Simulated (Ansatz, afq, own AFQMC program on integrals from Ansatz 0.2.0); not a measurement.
# CH2N, quartet, reference energies and how methods fare

```yaml
atoms:
  - { symbol: N, position_ang: [0.0000, 0.0000, 0.5481] }
  - { symbol: C, position_ang: [0.0000, 0.0000, -0.8171] }
  - { symbol: H, position_ang: [0.0000, 0.8633, 1.0602] }
  - { symbol: H, position_ang: [0.0000, -0.8633, 1.0602] }
```

Geometry: a PBE0/def2-TZVP stationary point, not shown to be a minimum. Basis cc-pVDZ. Only valence electrons are correlated. Ansatz 0.2.0 and our own AFQMC program on the same integrals; the CISD trial comes from CCSD amplitudes, and released means the phaseless constraint is let go. ± is one standard error of the sampling.

Best estimates are CCSD(T) at the basis-set limit (def2-TZVPP/QZVPP) plus the step from CCSD(T) to the highest rung at hand in cc-pVDZ, named in the table (released AFQMC can keep some 10 meV of bias). No zero-point, core-correlation or spin–orbit terms. Other levels are in cc-pVDZ, the functionals in def2-TZVP; a dash marks a level that is missing or breaks spin symmetry for a member.

Cautions: CH₂N (quartet): another spin lies lower, the released energies are still falling, so no released level is given (meV from the phaseless value at times in 1/Eh: -1.0 ± 1.2 at 0.24, -3.5 ± 2.1 at 0.51, -5.3 ± 2.0 at 0.99, -9 ± 3 at 1.62, 54 ± 71 at 2.40), though the last usable value meets CCSDT(Q) within the noise; CH₂N⁺ (quintet): another spin lies lower, the ph-AFQMC/CISD walk drifts between its halves (2.7 errors); row 2: this isn't the first ionization.

```tsv
process	r2SCAN (kJ/mol)
to charge +0, doublet (vertical)	-321
to charge +1, quintet (vertical)	1082
to free atoms	981
```

(1) From these values, estimate the best estimates.

(1) 
```
                         process  best estimate (kJ/mol)  highest rung
to charge +0, doublet (vertical)                    -357      CCSDT(Q)
to charge +1, quintet (vertical)                    1101      CCSDT(Q)
                   to free atoms                     942      CCSDT(Q)
```

Errors against the best estimates in kJ/mol, in the same order:

```tsv
level	error, 1	error, 2	error, 3
MP2	26	-53	-100
CCSD(T)	5	-59	-128
ph-AFQMC/CISD	4 ± 0.5	-58 ± 0.3	-127 ± 0.2
CCSD(T)/CBS	1	-1	-1
PBE	3	13	67
r2SCAN	36	-19	40
PBE0	19	-9	32
B3LYP	-12	12	6
wB97M-V	-16	2	-4
B2PLYP	-9	-6	-17
```

Cost at the first geometry (cards were shared with other jobs): PBE0/cc-pVDZ, 0.45 s on 1 thread of AMD EPYC 7R13 Processor (Zen 3) (shared host); UCCSD(T)/cc-pVDZ, 2.4 s on 1 × NVIDIA H100 80GB HBM3 with 1 thread of AMD EPYC 7R13 Processor (Zen 3), on a shared host; CCSD(T)/def2-QZVPP, 4 s on 1 × NVIDIA H100 80GB HBM3 with 1 thread of AMD EPYC 7R13 Processor (Zen 3), with other jobs on the host; CCSDT(Q), 3.3 s on 1 × NVIDIA H100 80GB HBM3 with 1 thread of AMD EPYC 7R13 Processor (Zen 3) (shared host); ph-AFQMC/CISD with release, 40 s on 1 × NVIDIA H100 80GB HBM3 with 2 threads of AMD EPYC 7R13 Processor (Zen 3), with other jobs on the host.

Best estimates are given only where the step beyond CCSD(T) is under 0.3 eV and no member's determinant is very poor (T1 over 0.05, or 0.07 for open shells, ⟨S²⟩ too high by 0.3, two states mixed), so the hardest cases are missing from such tables.

The functionals ran in a triple-zeta set and keep a basis error of their own, a few kJ/mol for each bond in atomization energies and more for double hybrids, so close places among them and the extrapolated levels can swap.

CCSDT and higher add their correlation energy to the determinant of the CCSD(T) run, since their own runs factorise the integrals more tightly (a shift of under 2 meV). Each member of a difference takes its own highest rung, so a best estimate needn't equal the limit plus the step of one row. A walk keeps the symmetry of its determinant, which the program's search chose and which needn't be the lowest solution, so a lower state of the same spin and another symmetry isn't excluded.
